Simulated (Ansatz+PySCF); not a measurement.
A calculation with PySCF 2.14.0.

```python
from pyscf import gto, scf, mp

mol = gto.M(atom="""
O 0.000000 0.000000 -1.217980
O 0.000000 0.000000 1.217980
""", basis='sto-3g', charge=0, spin=2)
mf = scf.UHF(mol)
mf.kernel()
pt = mp.MP2(mf, frozen=2).run()
print(mf.e_tot, pt.e_corr, pt.e_tot)
```

The script is written out from the run's settings.

Results

| Property | Result |
| --- | --- |
| Converged | yes |
| Reference energy | -147.04898 hartree |
| Correlation energy | -0.90076 hartree |
| Total energy | -147.94974 hartree |

The reference isn't the lowest determinant (another lies 13.95 eV lower), but the same method gives a higher total on the lower determinant. Caution: large amplitudes, a single reference is doubtful.
